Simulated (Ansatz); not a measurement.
# Relative stability

Two relaxed structures of CH4BN, closed shell (PBE0-D4/def2-TZVP; forces vanish, vibrations not checked).

A:

```xyz
7
angstrom
B -0.8018 -0.3766 -0.3568
C 0.1729 0.7180 0.1822
N 0.4330 -0.7189 0.0397
H -1.8216 -0.7827 -0.7983
H 0.7137 1.3814 -0.4922
H 0.0927 1.1013 1.1990
H 1.2111 -1.3225 0.2263
```

B:

B1  (-0.908, -0.333, -0.450)
C2  (0.190, 0.598, 0.192)
N3  (0.605, -0.815, 0.186)
H4  (0.625, -1.318, 1.058)
H5  (0.808, 1.232, -0.437)
H6  (0.052, 1.003, 1.189)
H7  (1.328, -1.105, -0.453)
(Å)

Ansatz 0.2.0; basis: def2-TZVPP; cores frozen in the correlated methods. B3LYP uses VWN-RPA correlation.

Which structure is lower at CCSD(T), and by how much? (An estimate is asked for; the value comes from the calculation.)

By the calculation: A, by 2.587 eV (electronic energy, against the other). By their contacts, A is CH₄BN ([BH]1[CH2][NH]1) and B is CH₄BN ([B]1[CH2][NH2]1).

All methods give the same order:

```json
{"method": "PBE-D4", "E(B) − E(A) (eV)": "2.786"}
{"method": "r2SCAN-D4", "E(B) − E(A) (eV)": "2.806"}
{"method": "PBE0-D4", "E(B) − E(A) (eV)": "2.777"}
{"method": "B3LYP-D4", "E(B) − E(A) (eV)": "2.780"}
{"method": "wB97M-V", "E(B) − E(A) (eV)": "2.686"}
{"method": "HF", "E(B) − E(A) (eV)": "2.585"}
{"method": "MP2", "E(B) − E(A) (eV)": "2.823"}
{"method": "CCSD", "E(B) − E(A) (eV)": "2.578"}
{"method": "CCSD(T)", "E(B) − E(A) (eV)": "2.587"}
```

T1 diagnostic: at most 0.014. The restricted Hartree–Fock reference is unstable towards an unrestricted one at one or more of these structures.

Labels in which every atom is bracketed show which atoms are joined, not bond orders.

For scale, one of the runs: CCSD(T)/def2-TZVPP, 149 basis functions, launched by `ansatz run in.yaml --threads 2 --pin off --events-out ev --progress --plain --max-ram 4352MiB`. Hardware: 2 CPU threads of an Arm Neoverse V1, shared host. Wall time 13 s; peak host memory 0.97 GiB.
